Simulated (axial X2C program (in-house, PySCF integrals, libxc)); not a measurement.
## Correcting the dissociation energy of HCl⁺ for spin–orbit coupling

A spin-free CCSD(T) curve (one-electron X2C) was computed with an in-house relativistic program for diatomic molecules, basis Cl dyall-av3z [9s8p3d2f], H dyall-v3z [6s2p1d] (cores contracted in-house), for the state M_S = 1/2, Λ = 1 (beyond evenly filled blocks: π+α, π+β, π-α). It gives D0 = 4.495 eV to Cl+ + H, which in a spin-free picture are the weighted means of the ground terms.

Correlated methods: 7 electrons correlated (number of frozen shells: Cl 2 s, 1 p; H none), 129 virtual spin orbitals or spinors in MP2, 77 natural virtuals in coupled cluster.

Measured levels of the ground terms (NIST Handbook of Basic Atomic Spectroscopic Data), in cm⁻¹: Cl+ 3P: J = 2 at 0, J = 1 at 696, J = 0 at 996.5; H 2S: J = 1/2 at 0.

The two components of the molecular doublet are 656 cm⁻¹ apart in the PBE0 2c search (Ω = 3/2 lower), so the lower one lies 328 cm⁻¹ under their mean.

**Question.** How far does each ground level lie under the (2J+1)-weighted mean of its term?

**Answer.** Cl+: (5 × 0 + 3 × 696 + 1 × 996.5)/9 = 343 cm⁻¹; H: a single level, 0.

**Question.** Correct D0.

**Answer.** D0 = 4.495 + (328 − 343)/8065.5 = 4.493 eV at CCSD(T) with these spin–orbit terms. The direct two-component run gives 4.493 eV; the difference holds second-order terms in the molecule, scalar two-electron terms, the gap between measured and computed atomic splittings (a 2c atom can miss part of its lowering) and, in coupled cluster, the truncation of each run.

Second-order spin–orbit effects in the molecule, which grow quickly with Z, are left out. The state is a single determinant with fixed occupations, the lowest that a limited PBE0 search found. De is counted from the lowest determinant-based energies of the atoms at the same level, without counterpoise correction. CCSD and (T) use frozen natural virtuals with an MP2 correction for the truncation; (T) itself is uncorrected, so its De runs slightly low.
